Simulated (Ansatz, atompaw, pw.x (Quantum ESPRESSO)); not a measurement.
## bismuth: one change to the PAW (atompaw) potential, in the atom and in the bcc crystal

Bi, PAW, made with atompaw 4.2.0.5 (PBEsol, scalar-relativistic). Core [Xe] 4f14, reference 5d10 6s2 6p3. Waves: 6s (bound): rc 1.95 bohr; 6s channel at -0.75 Ry: rc 1.95 bohr; 6p (bound): rc 2.80 bohr; 6p channel at 1.1 Ry: rc 2.80 bohr; 5d (bound): rc 1.90 bohr; 5d channel at 1.85 Ry: rc 2.80 bohr. Local part: bessel scheme, radius 2.25 bohr. Core correction: smooth core density matched at 2.65 bohr. Augmentation charge: besselshape compensation charge, radius 2.75 bohr; PAW radius 2.80 bohr; waves and projectors: custom polynom2 7 10 vanderbiltortho.

Change: core [Xe] 4f14 5d10, valence charge 5; reference 6s2 6p3; waves now 6s (bound): rc 2.20 bohr; 6s channel at -0.4 Ry: rc 2.20 bohr; 6p (bound): rc 3.00 bohr; 6p channel at 4.35 Ry: rc 3.00 bohr; local potential bessel scheme, radius 2.10 bohr; core correction smooth core density matched at 2.35 bohr; augmentation besselshape compensation charge, radius 2.55 bohr; PAW radius 3.00 bohr; waves and projectors: custom polynom2 7 10 vanderbiltortho.

Cutoffs, loose and tight: the cutoffs (Ry, on a coarse ladder) from which the occupation-weighted sum of valence levels, in a spherical-Bessel basis at the reference potential, stays within 10 and 1 mRy of its value at 400 Ry. They see the waves, projectors and local potential, not the compensation charge or the core.

Crystal test: bcc Bi in pw.x 7.5, no spin, 12³ k-points, Fermi–Dirac smearing 0.01 Ry, cutoffs set for each file from its atomic test. The reference is all-electron LAPW (Ansatz 0.2.0) with the same functional, mesh and smearing; V0 and B0 come from Birch–Murnaghan fits to the pressures at five volumes. Errors are pseudo minus all-electron; Δ is the rms difference of the E(V) curves that follow from these fits, minima aligned, over ±6 % about the mean V0. Mesh and smearing are coarse, so the numbers serve the comparison and aren't converged zero-temperature values; the lattice is a test structure that the element need not adopt.

All-electron: a0 = 3.913 Å (V0 = 29.95 Å³/atom), B0 = 59.8 GPa.

**Question.** Does the change bring the crystal closer to the all-electron result?

**Answer.** The mean pressure error goes from +0.24 to -17.95 GPa, so the change moves the solid further from the all-electron pressures.

```json
{"quantity": "outcome (atom)", "base": "generated", "changed": "generated"}
{"quantity": "cutoff, loose (atom)", "base": "25 Ry", "changed": "10 Ry"}
{"quantity": "cutoff, tight (atom)", "base": "140 Ry", "changed": "18 Ry"}
{"quantity": "bound ghosts (atom)", "base": "none", "changed": "none"}
{"quantity": "cutoffs in pw.x (Ry)", "base": "170/900", "changed": "40/400"}
{"quantity": "a0 (Å)", "base": "3.918", "changed": "–"}
{"quantity": "a0 error (%)", "base": "+0.13", "changed": "–"}
{"quantity": "B0 error (%)", "base": "+0.6", "changed": "–"}
{"quantity": "Δ (meV/atom)", "base": "1.6", "changed": "–"}
{"quantity": "mean pressure error (GPa)", "base": "+0.24", "changed": "-17.95"}
```

A dash: not determined, or the minimum lies outside the volumes sampled.

Changed file: This is a poor potential for the solid. The pseudo pressure rises with volume over the whole range, a mechanical instability.
